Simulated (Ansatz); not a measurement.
# Isomers

Structures of CH₅SSi (charge -1), singlet, relaxed at PBE0-D4/def2-TZVPD (vibrations not checked; lower isomers may exist, and structures with a doubtful reference or unclear bonds are left out). Computed with Ansatz 0.2.0 (basis: def2-TZVPPD); correlated methods freeze the cores. B3LYP uses VWN-RPA correlation.

Rank them by CCSD(T) energy, lowest first, and give each one's height above the lowest. Links in brackets join atoms within 1.22 times the sum of their covalent radii (1.1 for two metals). (An estimate is asked for; the value comes from the calculation.)
A.
CH₅SSi ([CH3][SiH][SH]), total charge -1
```
8
angstrom
C -0.7278 0.1315 -1.1316
Si 0.5726 0.5286 0.2652
S 0.7685 -1.5552 1.1703
H -0.7358 0.9599 -1.8534
H -1.7341 0.0610 -0.7045
H -0.5244 -0.7968 -1.6770
H 1.8138 0.3223 -0.6215
H 0.2126 -1.2743 2.3579
```
B.
CH₅SSi ([CH3][SiH2][S]), total charge -1
```
8
angstrom
Si 0.9293 -0.3414 0.1501
C -0.8256 0.3229 -0.1545
S 1.0931 -1.7438 1.6256
H -1.4949 -0.4984 -0.4278
H -0.8388 1.0696 -0.9575
H -1.2161 0.7822 0.7584
H 1.7465 0.9200 0.3529
H 1.3747 -0.7878 -1.2291
```
C.
CH₅SSi ([CH2][SiH2][SH]), total charge -1
```
8
angstrom
C -0.8584 0.4413 -1.0458
Si 0.4773 0.3901 0.0839
S 1.0834 -1.4850 1.2607
H -0.8465 -0.1444 -1.9639
H -1.8585 0.6389 -0.6607
H 0.3188 1.3813 1.2004
H 1.8560 0.5788 -0.4877
H -0.1722 -1.8011 1.6131
```

The calculation gives: B (0.00 kcal/mol), A (32.64 kcal/mol), C (45.28 kcal/mol). Heights count from the lowest.

Do PBE-D4, r2SCAN-D4, PBE0-D4, B3LYP-D4, wB97M-V, HF, MP2 give the same order? (A judgement: the text doesn't fix the answer.)

The calculation gives: All do.

T1 diagnostic: at most 0.013.

For scale, one of the runs: CCSD(T)/def2-TZVPPD, 221 basis functions, launched by `ansatz run in.yaml --threads 2 --pin off --events-out ev --progress --plain --max-ram 4352MiB`. Hardware: 2 CPU threads of an Arm Neoverse V1, shared host. Wall time 82 s; peak host memory 3.2 GiB.
